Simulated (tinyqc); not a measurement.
Pariser-Parr-Pople SCF with singles CI, for the molecule O=CC=O (SMILES; centres numbered as the heavy atoms are written), step by step. One step of it, computed by the program tinyqc.

Problem. Iteration 1: orbitals and new P. Diagonalise F (the basis is taken as orthonormal) and form P = 2 sum c c over the lowest orbitals; 0.3 of the old P is kept.

F (eV):
```
            1O         2C         3C          4O
1O  -10.100000  -6.167966   0.000000    0.809363
2C   -6.167966  -5.595000  -4.013814    0.000000
3C    0.000000  -4.013814  -5.595000   -6.167966
4O    0.809363   0.000000  -6.167966  -10.100000
```

pi electrons, sum of z_r less the charge = 4

P at the start:
```
           1O        2C        3C         4O
1O   1.000000  0.902894  0.000000  -0.429864
2C   0.902894  1.000000  0.429864   0.000000
3C   0.000000  0.429864  1.000000   0.902894
4O  -0.429864  0.000000  0.902894   1.000000
```

Give: orbital energies; P after iteration 1.

Solution.

orbital energies (eV): -15.6197  -13.9782  -3.2797  1.4876

P after iteration 1:
```
         1O      2C      3C       4O
1O   1.2021  0.8999  0.0707  -0.3491
2C   0.8999  0.7979  0.3491   0.0707
3C   0.0707  0.3491  0.7979   0.8999
4O  -0.3491  0.0707  0.8999   1.2021
```
